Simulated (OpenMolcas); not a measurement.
**CH4FSi (SMILES [CH2][SiH2]F) at 5 levels**

Aim: a comparison of 5 runs (UHF/6-311+G**, UBHLYP/6-311+G**, UBLYP/6-311+G**, UPBE/6-311+G**, UTPSS/6-311+G**) of CH4FSi. 

The calculation is run with OpenMolcas 26.06.

## (1) The molecule

CH4FSi: 7 atoms, total charge 0, spin state doublet. As SMILES, `[CH2][SiH2]F`. The shape is that of a PBE0-D4/def2-TZVP optimisation. This is one conformer, not always the lowest.

Bond lengths: C1–Si2 1.828 Å, Si2–F3 1.601 Å, C1–H4 1.085 Å, C1–H5 1.086 Å, Si2–H6 1.486 Å, Si2–H7 1.486 Å. Angles: C1–Si2–F3 109.0°, C1–Si2–H6 111.6°, C1–Si2–H7 111.7°, F3–Si2–H6 107.8°, F3–Si2–H7 107.6°, Si2–C1–H4 122.6°, Si2–C1–H5 122.3°, H6–Si2–H7 109.0°, H4–C1–H5 115.1°.

## (2) Energy and gradient at UHF/6-311+G(d,p) (run 1)

Input file mol.input:

```
* CH4FSi Hartree-Fock

&gateway
 baslib
 $CurrDir
 coord
 7
 angstrom
 C       -0.871900       0.281100      -0.615800
 Si       0.588600      -0.157300       0.392500
 F        0.652600      -1.749500       0.550500
 H       -1.536000      -0.466000      -1.038500
 H       -1.136000       1.310700      -0.837900
 H        0.509900       0.430600       1.755300
 H        1.854000       0.282500      -0.251700
 basis
 6-311pGss
 group
 NoSym

&seward

&scf
 uhf
 spin
 2
 thresholds
 1e-10 1e-07 1e-07 1e-05
 prorbitals
 1 2

&alaska
```

The basis set 6-311+G** is read from a file made from the Basis Set Exchange's data (not shown).

The run is started by

```console
$ export MOLCAS_MEM=1860
$ pymolcas mol.input > mol.log
```

Log:

```text
--- Start Module: gateway ---
[...]
--- Stop Module: gateway /rc=_RC_ALL_IS_WELL_ ---
[...]
      Basis functions           98
[...]
--- Start Module: scf ---
[...]
       Convergence after  16 Iterations
[...]
::    Total SCF energy                               -428.6345846088
[...]
      Total spin, S                                     0.5051551402
[...]
      Total electronic charge=   33.000000
      Total            charge=   -0.000000
[...]
      Dipole Moment (debye):
      Origin of the operator (angstrom)=    0.2871   -0.5189    0.2170
                   X= -6.9360E-01               Y=  1.8314E+00               Z= -5.9871E-01           Total=  2.0478E+00
      Quadrupole Moment (debye*angstrom):
[...]
--- Stop Module: scf /rc=_RC_ALL_IS_WELL_ ---
[...]
--- Start Module: alaska ---
[...]
 *              Molecular gradients               *
 **************************************************
  Irreducible representation: a
 ------------------------------------------------------------------------------------------
                              X                       Y                       Z
 ------------------------------------------------------------------------------------------
  C1                9.25447539212065E-03   -9.39736611560882E-04    6.26546009928042E-03
  SI2              -9.51294803907077E-03   -6.07378035222084E-03   -5.84960898021181E-03
  F3                5.53046098155985E-04    9.91475902122119E-04    2.69051690141353E-04
  H4               -2.87423189032676E-03   -3.87893950206797E-03   -1.78072491593517E-03
  H5               -1.18895898101168E-03    4.87545779869514E-03   -1.02011910978306E-03
  H6               -2.46158279827192E-04    2.74435449830790E-03    4.22320959903510E-03
  H7                4.01477569994269E-03    2.28116826675784E-03   -2.10726838253739E-03
 ------------------------------------------------------------------------------------------
--- Stop Module: alaska /rc=_RC_ALL_IS_WELL_ ---
[...]
```

Run time: 17 s. Hardware: 1 thread of Intel Xeon Platinum 8259CL at 2.50GHz (Skylake/Cascade Lake), shared host; peak memory 0.55 GiB.

## (3) Energy and forces at UBHLYP/6-311+G(d,p) (run 2)

Input file mol.inp:

```
&gateway
  baslib=$CurrDir
  coord
  7
  bohr
  C     -1.64765221     0.53120201    -1.16369335
  Si     1.11229280    -0.29725392     0.74171750
  F      1.23323527    -3.30607586     1.04029423
  H     -2.90261933    -0.88061237    -1.96248058
  H     -2.14672888     2.47686403    -1.58340152
  H      0.96357135     0.81371607     3.31703627
  H      3.50355224     0.53384763    -0.47564407
  basis=6-311pGss
  group=NoSym

&seward
  gridinput
  Grid=UltraFine
  End of Grid

&scf
  uhf
  spin=2
  ksdft=HYB_GGA_XC_BHANDHLYP
  thresholds=1e-10 1e-07 1e-07 1e-05
  prorbitals=1 2

&alaska
```

The basis set 6-311+G** is read from a file made from the Basis Set Exchange's data (not shown).

The run is started by

```console
$ export MOLCAS_MEM=1860
$ pymolcas mol.inp > mol.log
```

Log:

```text
--- Start Module: gateway ---
[...]
--- Stop Module: gateway /rc=_RC_ALL_IS_WELL_ ---
[...]
      Basis functions           98
[...]
--- Start Module: scf ---
[...]
       Convergence after  14 Iterations
[...]
::    Total KS-DFT energy                            -429.8338967975
[...]
      Total spin, S                                     0.5022705795
[...]
      Total electronic charge=   33.000000
      Total            charge=   -0.000000
[...]
      Dipole Moment (debye):
      Origin of the operator (angstrom)=    0.2871   -0.5189    0.2170
                   X= -6.5737E-01               Y=  1.7750E+00               Z= -5.7114E-01           Total=  1.9771E+00
      Quadrupole Moment (debye*angstrom):
[...]
--- Stop Module: scf /rc=_RC_ALL_IS_WELL_ ---
[...]
--- Start Module: alaska ---
[...]
 *              Molecular gradients               *
 **************************************************
  Irreducible representation: a
 ------------------------------------------------------------------------------------------
                              X                       Y                       Z
 ------------------------------------------------------------------------------------------
  C1                4.37172140722186E-03   -1.90408164399525E-04    2.95482794857627E-03
  SI2              -4.19001116211026E-03   -1.27448163877268E-02   -1.85415000419331E-03
  F3                3.03474380800584E-05    7.34135102335998E-03   -5.21501416783199E-04
  H4               -2.80438088403079E-03   -3.52711888371582E-03   -1.75309368387855E-03
  H5               -1.17426179461999E-03    4.62365502386897E-03   -1.00277257777470E-03
  H6               -1.92550790837756E-04    2.47038295510471E-03    4.17952517177644E-03
  H7                3.95913578630802E-03    2.02695443338685E-03   -2.00283543771085E-03
 ------------------------------------------------------------------------------------------
--- Stop Module: alaska /rc=_RC_ALL_IS_WELL_ ---
[...]
```

It took 57 s on 1 thread of Intel Xeon Platinum 8259CL at 2.50GHz (Skylake/Cascade Lake), shared host; peak memory 0.55 GiB.

Runs 3 to 4 aren't shown in full; the table further down has their settings and results.

## (4) A single-point energy at UTPSS/6-311+G(d,p) (run 5)

Input file mol.input:

```
&GATEWAY
 BasLib = $CurrDir
 Coord
 7
 bohr
 C     -1.64765221     0.53120201    -1.16369335
 Si     1.11229280    -0.29725392     0.74171750
 F      1.23323527    -3.30607586     1.04029423
 H     -2.90261933    -0.88061237    -1.96248058
 H     -2.14672888     2.47686403    -1.58340152
 H      0.96357135     0.81371607     3.31703627
 H      3.50355224     0.53384763    -0.47564407
 Basis = 6-311pGss
 Group = NoSym

&SEWARD
 GridInput
 Grid=UltraFine
 End of Grid

&SCF
 UHF
 Spin = 2
 KSDFT = 2
 1.0 MGGA_X_TPSS
 1.0 MGGA_C_TPSS
 Thresholds = 1e-10 1e-07 1e-07 1e-05
 PrOrbitals = 1 2
```

The basis set 6-311+G** is read from a file made from the Basis Set Exchange's data (not shown).

The run is started by

```console
$ export MOLCAS_MEM=1860
$ pymolcas mol.input > mol.log
```

Log:

```text
--- Start Module: gateway ---
[...]
--- Stop Module: gateway /rc=_RC_ALL_IS_WELL_ ---
--- Start Module: seward ---
[...]
      Basis functions           98
--- Stop Module: seward /rc=_RC_ALL_IS_WELL_ ---
[...]
--- Start Module: scf ---
[...]
       Convergence after  15 Iterations
[...]
::    Total KS-DFT energy                            -429.9315990164
[...]
      Total spin, S                                     0.5021507009
[...]
      Total electronic charge=   33.000000
      Total            charge=   -0.000000
[...]
      Dipole Moment (debye):
      Origin of the operator (angstrom)=    0.2871   -0.5189    0.2170
                   X= -6.1781E-01               Y=  1.5792E+00               Z= -5.3120E-01           Total=  1.7770E+00
      Quadrupole Moment (debye*angstrom):
[...]
--- Stop Module: scf /rc=_RC_ALL_IS_WELL_ ---
[...]
```

Wall time 77 s (1 thread of Intel Xeon Platinum 8259CL at 2.50GHz (Skylake/Cascade Lake), shared host); peak memory 0.55 GiB.

## (5) The series

```csv
run,level,integration grid,task,energy (Eh),dipole moment (D),HOMO energy (eV),LUMO energy (eV),wall time
1,UHF/6-311+G**,–,gradient,-428.634585,2.05,-10.79,1.40,17 s
2,UBHLYP/6-311+G**,UltraFine,gradient,-429.833897,1.98,-8.49,-1.56,57 s
3,UBLYP/6-311+G**,UltraFine,gradient,-429.856959,1.77,-5.72,-3.86,58 s
4,UPBE/6-311+G**,UltraFine,gradient,-429.580769,1.78,-5.93,-3.85,59 s
5,UTPSS/6-311+G**,UltraFine,energy,-429.931599,1.78,-6.07,-3.52,77 s
```

## (6) What came out

| quantity | value |
| --- | --- |
| run 5: total energy | -429.93160 Eh |
| run 5: dipole moment | 1.78 D |
| run 5: HOMO energy (highest over α and β) | -6.07 eV |
| run 5: LUMO energy (lowest over α and β) | -3.52 eV |
| run 5: ⟨S²⟩ | 0.754 |

The dipole moment (its size) runs from 1.77 D (UBLYP/6-311+G**) to 2.05 D (UHF/6-311+G**). Totals of different functionals can't be ranked against each other. All runs together took 4.5 min, the longest 77 s.
